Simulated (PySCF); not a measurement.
An unknown gives this computed stick spectrum. Method: TDDFT CAM-B3LYP/def2-SVPD, vertical, gas phase, core orbitals frozen in the response (PySCF). Geometries: PBE0-D3(BJ)/def2-SVP, one conformer each.

```tsv
state	E (eV)	f	main configurations (H = HOMO, L = LUMO)
S1	5.90	0.684	H→L (98%)
S2	6.64	0.0034	H→L+1 (90%)
S3	7.12	0.010	H→L+2 (86%)
S4	7.43	0.014	H-1→L (72%), H→L+5 (28%)
S5	7.70	0.024	H→L+4 (56%), H→L+3 (29%)
S6	7.79	0.0083	H→L+3 (64%), H→L+4 (25%)
S7	7.94	0.0005	H→L+5 (70%), H-1→L (26%)
S8	8.18	0.0014	H-2→L (94%)
S9	8.57	0.0007	H→L+6 (50%), H-3→L (35%)
S10	8.63	0.0003	H-3→L (59%), H→L+6 (29%)
```

Triplets computed (Tamm–Dancoff): 3.19, 5.01, 6.51, 6.97 eV.

Orbital energies (eV): HOMO-3 -12.75, HOMO-2 -12.36, HOMO-1 -10.66, HOMO -8.28, LUMO -0.04, LUMO+1 1.40, LUMO+2 1.77.

Problem. Which structure fits? All have the formula C4H4F2.
A. `C#CCC(F)F`
B. `FC(=C)/C=C/F`
C. `C1[C@@](C)(F)C=1F`

Solution. B. Its S1, at 5.90 eV, is the lowest among the candidates; the nearest of the others has S1 at 6.48 eV. S1 is HOMO→LUMO (98%). Löwdin shares by element: HOMO carbon 81% (atoms not listed hold the other 19%); LUMO carbon 78% (atoms not listed hold the other 22%). At the same level the other candidates give, for their lowest levels:
- `C#CCC(F)F`: 6.48 eV (f 0.000); 6.79 eV (f 0.002); 6.85 eV (f 0.000); 7.80 eV (f 0.032); 7.88 eV (f 0.056); T1 5.34 eV; HOMO -9.59, LUMO 1.22 eV
- `C[C@@]1(F)C=C1F`: 6.98 eV (f 0.003); 7.40 eV (f 0.065); 7.57 eV (f 0.040); 7.94 eV (f 0.008); 8.21 eV (f 0.035); T1 4.97 eV; HOMO -9.72, LUMO 1.04 eV

Conformer computed: `[CH2:1]=[C:2]([F:3])/[CH:4]=[CH:5]/[F:6]`: C1–C2–C4–C5 180°.
